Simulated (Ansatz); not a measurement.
A made-up structure of Na2AlH, closed shell:

```json
{"atom": "Na1", "x (Å)": "-2.6877", "y (Å)": "0.4871", "z (Å)": "-1.0072"}
{"atom": "Al2", "x (Å)": "0.0557", "y (Å)": "0.0980", "z (Å)": "0.0033"}
{"atom": "Na3", "x (Å)": "-5.3354", "y (Å)": "-0.1020", "z (Å)": "-2.9215"}
{"atom": "H4", "x (Å)": "0.8654", "y (Å)": "1.5232", "z (Å)": "0.0502"}
```

It is relaxed with PBE-D4/def2-SVP and then PBE0-D4/def2-TZVP (Ansatz 0.2.0). Atoms count as bonded within 1.22 times the sum of their covalent radii (H–H: 0.88 Å). The end point is not checked to be a true minimum.

Task: Does its bonding change? (Judge from chemistry; the calculation decides.)

Result: By the calculation: Yes. Formed: Al2–Na3, Na3–H4; broken: none.

Where it ends: The first stage lowers the energy by 0.74 eV in 25 steps. It ends as Na₂AlH ([Na][Na]1[H][Al]1):
```
atom    x (Å)    y (Å)    z (Å)
 Na1  -3.0847  -1.3498  -0.1072
 Al2  -0.4801   0.5034  -0.1606
 Na3  -2.7829   1.1756  -2.2104
  H4  -0.7543   1.6771  -1.3971
```

Labels in which every atom is bracketed show which atoms are joined, not bond orders.

For scale, one of the runs: PBE0-D4/def2-TZVP relaxation, 107 basis functions, launched by `ansatz run in.yaml --threads 2 --pin off --events-out ev --progress --plain --max-ram 4352MiB`. The run took about 7.5 s on 2 CPU threads of an Arm Neoverse V2 (shared host).
